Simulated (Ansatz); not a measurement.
A run of Ansatz (development build ahead of 0.2.0) on singlet Na₂H₂ at this shape:

```yaml
atoms:
  - { symbol: H, position_ang: [0.0000, 0.0000, 0.4492] }
  - { symbol: H, position_ang: [0.0000, 0.0000, -0.4492] }
  - { symbol: Na, position_ang: [0.0000, 0.0000, 3.3037] }
  - { symbol: Na, position_ang: [0.0000, 0.0000, -3.3037] }
```

Its results:

| Quantity | Value |
| --- | --- |
| Converged | yes |
| Total energy | -325.68533 hartree |
| Spin squared of the determinant | 0.988 |
| Stability test | minimum |

**Question.** Which input gives this output? Name the method, the orbitals and the basis set, and write the input.

**Answer.** ωB97X (unrestricted) in pcseg-2.

```yaml
crystal:
  periodic: [false, false, false]
  atoms:
    - { symbol: H, position_ang: [0.0, 0.0, 0.4492] }
    - { symbol: H, position_ang: [0.0, 0.0, -0.4492] }
    - { symbol: Na, position_ang: [0.0, 0.0, 3.3037] }
    - { symbol: Na, position_ang: [0.0, 0.0, -3.3037] }
basis:
  gaussian: { orbitals: pcseg-2 }
magnetization:
  spin_polarized: true
hamiltonian:
  xc: { name: wB97X }
```

Caution: the unrestricted determinant is a mixture of spin states.
